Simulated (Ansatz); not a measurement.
Zinc-blende HgSe was calculated with rVV10 (Ansatz, a first-principles code, PAW).

Run with plane-wave cutoff 520 eV, 10×10×10 k mesh, Fermi–Dirac smearing 0.01 eV, scalar-relativistic PAW data made under PBE.

Equation-of-state points:

```tsv
V (Å³/atom)	E − E_lowest (meV/atom)	P (GPa)
29.122	17.52	3.21
29.741	7.47	2.01
30.361	1.80	0.95
30.981	0.00	0.00
31.600	1.65	-0.84
32.220	6.35	-1.58
32.839	13.72	-2.23
```

### Question
Fit the third-order Birch–Murnaghan equation and give B0 and B′.

### Answer
V0 = 30.981 Å³/atom, B0 = 44.4 GPa, B′ = 5.1 (fit to the energies at full precision).

Measured, for comparison: bulk modulus 50 GPa (temperature not stated, no zero-point or thermal correction, our sources range from 48.5 to 51.6; as tabulated in Toher et al. (2017), arXiv:1611.05714); equilibrium volume per atom 28.16 Å³/atom (293 K, no zero-point or thermal correction; as tabulated in Cardona et al. (2009), arXiv:0908.2634). Computed (rounded) less measured: bulk modulus -11 % (-8 % to -14 % over the range), equilibrium volume per atom +10.0 %.

Note: the cell is over a tenth larger than the published one: the level's own overestimate first of all, though another phase or state, or a fault of the published cell, is possible.

Spin–orbit coupling is not included; it can open a gap where bands touch, and shift volumes and moduli.

The computed numbers hold no vibrational or temperature effects.
